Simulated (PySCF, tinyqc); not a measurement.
LCCD on RHF in the sto-3g basis, frozen core, for HF, spin multiplicity 1, step by step. The lowest restricted solution is unstable here: a spin-polarised one lies 0.0108 hartree lower (PySCF). One step of it, computed by the program tinyqc.

Question. LCCD: starting amplitudes. t_ij^ab = <ij||ab> / (e_i + e_j - e_a - e_b), whose energy is MP2.

orbital energies (hartree): [-25.929941, -1.409249, -0.464211, -0.464211, -0.463183, 0.320067]

Two-electron integrals over orbitals (pq|rs), unique and non-zero (hartree); the lowest 1 orbital is frozen and left out:
```
(22|22) 0.876436    (32|32) 0.190421    (33|22) 0.897525    (33|33) 0.997514
(42|42) 0.190421    (43|43) 0.053770    (44|22) 0.897525    (44|33) 0.889973
(44|44) 0.997514    (52|22) -0.045663   (52|33) -0.061778   (52|44) -0.061778
(52|52) 0.130122    (53|32) -0.025213   (53|53) 0.033827    (54|42) -0.025213
(54|54) 0.033827    (55|22) 0.679943    (55|33) 0.666000    (55|44) 0.666000
(55|52) -0.010820   (55|55) 0.662970    (62|22) -0.077147   (62|33) -0.076773
(62|44) -0.076773   (62|52) -0.080522   (62|55) -0.020784   (62|62) 0.091304
(63|32) -0.025780   (63|53) -0.023137   (63|63) 0.028663    (64|42) -0.025780
(64|54) -0.023137   (64|64) 0.028663    (65|22) -0.248152   (65|33) -0.254305
(65|44) -0.254305   (65|52) 0.075212    (65|55) -0.089307   (65|62) 0.032660
(65|65) 0.240674    (66|22) 0.631815    (66|33) 0.617425    (66|44) 0.617425
(66|52) 0.041643    (66|55) 0.641293    (66|62) -0.050463   (66|65) -0.027923
(66|66) 0.665457
```

Give: Starting amplitudes; correlation energy.

Answer.

Starting amplitudes (spin orbitals 1a, 1b, ...; amplitudes related by a flip of all spins are not repeated):
```
from      to       t
5a 5b  6a 6b  -0.154
2a 2b  6a 6b  -0.026
4a 4b  6a 6b  -0.018
3a 3b  6a 6b  -0.018
2a 5b  6a 6b  -0.013
```

correlation energy = -0.04128 hartree
